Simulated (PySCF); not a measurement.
# PH₃: from structure and modes to constants

Computed with PBE in PySCF with P def2-TZVP, H def2-TZVP; no relativity; density-fitted integrals.

The singlet minimum has C3v symmetry. Masses (u): P 30.97376, H 1.00782.

```xyz
4
charge 0 multiplicity 1, angstrom
P     0.0000    0.0000   -0.0704
H     1.1922    0.0000    0.7217
H    -0.5961    1.0324    0.7217
H    -0.5961   -1.0324    0.7217
```

Harmonic wavenumbers (cm⁻¹): 977.7 (a1, ×1), 1096.1 (e, ×2), 2326.3 (a1, ×1), 2340.4 (e, ×2).

(1) Find the vibrational entropy and heat capacity at 298.15 K.

(2) Give the standard entropy (298.15 K, 1 bar) by its translational, rotational, vibrational and spin parts, and Cp.

## Answers

(1) With u = 1.43878 ω/T, each mode gives S = R[u/(eᵘ−1) − ln(1−e⁻ᵘ)] and C = R u² eᵘ/(eᵘ−1)².
```
   ω (cm⁻¹)       u  S (J/(mol K))  C (J/(mol K))
      977.7   4.718           0.43           1.68
1096.1 (×2)   5.289           0.27           1.19
     2326.3  11.226           0.00           0.01
2340.4 (×2)  11.294           0.00           0.01
```
The sums over all modes are S = 1.0 and C = 4.1 J/(mol K); the softest mode gives 44 % of the entropy (each member, where degenerate).

(2) Sackur–Tetrode with M = 34.00 u gives 152.8; rotation with symmetry number 3 gives 56.7; vibration 1.0; spin R ln 1 = 0.0. The total is 210.5 J/(mol K), and Cp = 4 R + 4.1 = 37.4 J/(mol K).
